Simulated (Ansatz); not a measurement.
Geometry optimisation, RKS B3LYP-D4/def2-SVP (Ansatz).

The input (input.yaml):

```yaml
crystal:
  periodic: [false, false, false]
  atoms:
    - { symbol: B, position_ang: [0.0, 0.0, 0.0] }
    - { symbol: H, position_ang: [0.0, 0.0, 1.19] }
    - { symbol: "N", position_ang: [1.3423, 0.0, -0.775] }
    - { symbol: H, position_ang: [1.8089, -0.9179, -1.0268] }
    - { symbol: H, position_ang: [1.7937, 0.9179, -1.0532] }
    - { symbol: O, position_ang: [-1.2211, 0.0, -0.705] }
    - { symbol: H, position_ang: [-1.7308, -0.8467, -0.4965] }
basis:
  gaussian: { orbitals: def2-SVP }
hamiltonian:
  xc: b3lyp
  dispersion: d4
relax:
  f_tol: 0.02
  max_steps: 40
```

Run as:

```bash
$ ansatz run input.yaml --threads 1 --pin off --max-ram 2048MiB --backend cpu --events-out ev --progress --plain --runs-dir out
```

Task: Where does it end, and by what steps?

Result: The run converged. After 9 steps the energy has fallen by 1.871 eV; H5 moved furthest, 0.85 Å.

| step | energy less start (eV) | largest force component (eV/Å) | accepted |
| --- | --- | --- | --- |
| 0 | 0.0000 | 2.596 | yes |
| 1 | -0.4567 | 2.598 | yes |
| 2 | -0.7168 | 2.750 | yes |
| 3 | -1.0732 | 1.471 | yes |
| 4 | -1.3904 | 1.380 | yes |
| 5 | -1.6037 | 1.315 | yes |
| 6 | -1.8444 | 0.378 | yes |
| 7 | -1.8706 | 0.090 | yes |
| 8 | -1.8710 | 0.043 | yes |
| 9 | -1.8710 | 0.006 | yes |

```xyz
7
Properties=species:S:1:pos:R:3
B 0.038 -0.036 -0.122
H -0.125 0.537 0.936
N 1.292 0.020 -0.748
H 1.480 -0.438 -1.633
H 2.078 0.521 -0.359
O -0.976 -0.737 -0.723
H -1.794 -0.714 -0.216
```

Whether the end is a true minimum wasn't checked by a vibrational analysis.

The run took 19 s on 1 thread of Arm Neoverse V1, with other jobs on the host, peak memory 0.13 GiB.
